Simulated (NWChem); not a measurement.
System: ethylene (C2H4); SMILES C=C

Parts of the log:

```
             Northwest Computational Chemistry Package (NWChem) 7.3.0
             --------------------------------------------------------

 D2H symmetry detected

                             Geometry "geometry" -> ""
                             -------------------------

 Output coordinates in angstroms (scale by  1.889725989 to convert to a.u.)

  No.       Tag          Charge          X              Y              Z
 ---- ---------------- ---------- -------------- -------------- --------------
    1 C                    6.0000     0.00000000     0.66522900     0.00000000
    2 C                    6.0000     0.00000000    -0.66522900     0.00000000
    3 H                    1.0000     0.93100200     1.24061400     0.00000000
    4 H                    1.0000    -0.93100200     1.24061400     0.00000000
    5 H                    1.0000    -0.93100200    -1.24061400     0.00000000
    6 H                    1.0000     0.93100200    -1.24061400     0.00000000

 Effective nuclear repulsion energy (a.u.)      33.2465659495

      Symmetry information
      --------------------

 Group name             D2h
 Group number             26
 Group order               8
 No. of unique centers     2

                                 NWChem DFT Module
                                 -----------------

 Summary of "ao basis" -> "ao basis" (spherical)
 ------------------------------------------------------------------------------
       Tag                 Description            Shells   Functions and Types
 ---------------- ------------------------------  ------  ---------------------
 C                          def2-svp                 6       14   3s2p1d
 H                          def2-svp                 3        5   2s1p

      Symmetry analysis of basis
      --------------------------

        ag         11
        au          2
        b1g         7
        b1u         4
        b2g         2
        b2u        11
        b3g         4
        b3u         7

            General Information
            -------------------
          SCF calculation type: DFT
          Wavefunction type:  closed shell.
          No. of atoms     :     6
          No. of electrons :    16
           Alpha electrons :     8
            Beta electrons :     8
          Charge           :     0
          Spin multiplicity:     1
          Use of symmetry is: on ; symmetry adaption is: on
          Maximum number of iterations: 150
          AO basis - number of functions:    48
                     number of shells:    24
          Convergence on energy requested:  1.00D-06
          Convergence on density requested:  1.00D-05
          Convergence on gradient requested:  5.00D-04

              XC Information
              --------------
                       MN15-L Method XC Functional
                        MN15-L Exchange Functional  1.000
                      MN15-L Correlation Potential  1.000

             Grid Information
             ----------------
          Grid used for XC integration:  medium
          Radial quadrature: Mura-Knowles
          Angular quadrature: Lebedev.
          Tag              B.-S. Rad. Rad. Pts. Rad. Cut. Ang. Pts.
          ---              ---------- --------- --------- ---------
          C                   0.70       49           7.0       434
          H                   0.35       45           9.0       434
          Grid pruning is: on
          Number of quadrature shells:    94
          Spatial weights used:  Erf1

      Superposition of Atomic Density Guess
      -------------------------------------

 Sum of atomic energies:         -77.24673709

      Non-variational initial energy
      ------------------------------

 Total energy =     -78.369932
 1-e energy   =    -167.732560
 2-e energy   =      56.116062
 HOMO         =      -0.344213
 LUMO         =       0.002208

      Symmetry analysis of molecular orbitals - initial
      -------------------------------------------------

  Numbering of irreducible representations:

     1 ag          2 au          3 b1g         4 b1u         5 b2g
     6 b2u         7 b3g         8 b3u

  Orbital symmetries:

     1 ag          2 b2u         3 ag          4 b2u         5 b3u
     6 ag          7 b1g         8 b1u         9 b3g        10 ag
    11 b3u        12 b2u        13 b1g        14 b2u        15 ag
    16 b3u        17 ag         18 b1u

     ---------------------------------------------
      Total Density - Mulliken Population Analysis
     ---------------------------------------------

    Atom       Charge   Shell Charges
 -----------   ------   -------------------------------------------------------
    1 C    6     6.22   1.99  0.96  0.28  1.97  0.98  0.03
    2 C    6     6.22   1.99  0.96  0.28  1.97  0.98  0.03
    3 H    1     0.89   0.67  0.20  0.02
    4 H    1     0.89   0.67  0.20  0.02
    5 H    1     0.89   0.67  0.20  0.02
    6 H    1     0.89   0.67  0.20  0.02

   convergence    iter        energy       DeltaE   RMS-Dens  Diis-err
 ---------------- ----- ----------------- --------- --------- ---------
 d= 0,ls=0.0,diis     1    -78.4144143663 -1.12D+02  6.96D-03  1.28D-01
 d= 0,ls=0.0,diis     2    -78.4237847549 -9.37D-03  3.56D-03  3.01D-02
 d= 0,ls=0.0,diis     3    -78.4270313675 -3.25D-03  1.08D-03  5.62D-03
 d= 0,ls=0.0,diis     4    -78.4278363376 -8.05D-04  7.34D-05  1.28D-05
 d= 0,ls=0.0,diis     5    -78.4278382018 -1.86D-06  8.37D-06  2.14D-07
 d= 0,ls=0.0,diis     6    -78.4278382280 -2.62D-08  7.50D-07  9.20D-10

         Total DFT energy =      -78.427838227959
      One electron energy =     -169.585922201235
           Coulomb energy =       70.035018486396
    Exchange-Corr. energy =      -12.123500462573
 Nuclear repulsion energy =       33.246565949454

 Numeric. integr. density =       15.999998818049

                  Occupations of the irreducible representations
                  ----------------------------------------------

                     irrep           alpha         beta
                     --------     --------     --------
                     ag                3.0          3.0
                     au                0.0          0.0
                     b1g               1.0          1.0
                     b1u               1.0          1.0
                     b2g               0.0          0.0
                     b2u               2.0          2.0
                     b3g               0.0          0.0
                     b3u               1.0          1.0

                       DFT Final Molecular Orbital Analysis
                       ------------------------------------

 Vector    6  Occ=2.000000D+00  E=-3.953786D-01  Symmetry=ag
              MO Center=  1.4D-16,  1.6D-15, -9.3D-17, r^2= 1.8D+00
   Bfn.  Coefficient  Atom+Function         Bfn.  Coefficient  Atom+Function
  ----- ------------  ---------------      ----- ------------  ---------------
     5      0.399391  1 C  py                19     -0.399391  2 C  py
    29      0.169301  3 H  s                 34      0.169301  4 H  s
    39      0.169301  5 H  s                 44      0.169301  6 H  s
     8      0.151719  1 C  py                22     -0.151719  2 C  py
    30      0.064085  3 H  s                 35      0.064085  4 H  s

 Vector    7  Occ=2.000000D+00  E=-3.263225D-01  Symmetry=b1g
              MO Center=  3.7D-16,  7.5D-17,  1.1D-32, r^2= 2.4D+00
   Bfn.  Coefficient  Atom+Function         Bfn.  Coefficient  Atom+Function
  ----- ------------  ---------------      ----- ------------  ---------------
     4      0.285854  1 C  px                18     -0.285854  2 C  px
    29      0.266768  3 H  s                 34     -0.266768  4 H  s
    39      0.266768  5 H  s                 44     -0.266768  6 H  s
    30      0.147992  3 H  s                 35     -0.147992  4 H  s
    40      0.147992  5 H  s                 45     -0.147992  6 H  s

 Vector    8  Occ=2.000000D+00  E=-2.550399D-01  Symmetry=b1u
              MO Center= -1.9D-16, -3.8D-16,  5.4D-16, r^2= 1.5D+00
   Bfn.  Coefficient  Atom+Function         Bfn.  Coefficient  Atom+Function
  ----- ------------  ---------------      ----- ------------  ---------------
     6      0.395214  1 C  pz                20      0.395214  2 C  pz
     9      0.285562  1 C  pz                23      0.285562  2 C  pz

 Vector    9  Occ=0.000000D+00  E=-6.576935D-03  Symmetry=b3g
              MO Center= -6.5D-17,  2.0D-16, -3.8D-16, r^2= 2.1D+00
   Bfn.  Coefficient  Atom+Function         Bfn.  Coefficient  Atom+Function
  ----- ------------  ---------------      ----- ------------  ---------------
     9      0.654629  1 C  pz                23     -0.654629  2 C  pz
     6      0.411679  1 C  pz                20     -0.411679  2 C  pz
    11      0.026867  1 C  d -1              25      0.026867  2 C  d -1

 Vector   10  Occ=0.000000D+00  E= 8.692525D-02  Symmetry=ag
              MO Center=  6.5D-16,  2.3D-15,  8.6D-18, r^2= 5.5D+00
   Bfn.  Coefficient  Atom+Function         Bfn.  Coefficient  Atom+Function
  ----- ------------  ---------------      ----- ------------  ---------------
     3      1.424321  1 C  s                 17      1.424321  2 C  s
    30     -1.016440  3 H  s                 35     -1.016440  4 H  s
    40     -1.016440  5 H  s                 45     -1.016440  6 H  s
     8      0.541800  1 C  py                22     -0.541800  2 C  py
     2      0.198577  1 C  s                 16      0.198577  2 C  s

[...]
```

Level: MN15-L/def2-SVP. Coordinates come from a PBE0/def2-SVP optimisation.

Reconstruct the input file.

Several could match; the one computed here: the input that was run:
```
start job
memory heap 200 mb stack 900 mb global 1100 mb
geometry units angstroms noautoz
  C      0.000000     0.665229     0.000000
  C      0.000000    -0.665229     0.000000
  H      0.931002     1.240614     0.000000
  H     -0.931002     1.240614     0.000000
  H     -0.931002    -1.240614     0.000000
  H      0.931002    -1.240614     0.000000
end
basis spherical
  * library def2-svp
end
dft
  xc mn15-l
  iterations 150
  mulliken
end
task dft energy
```
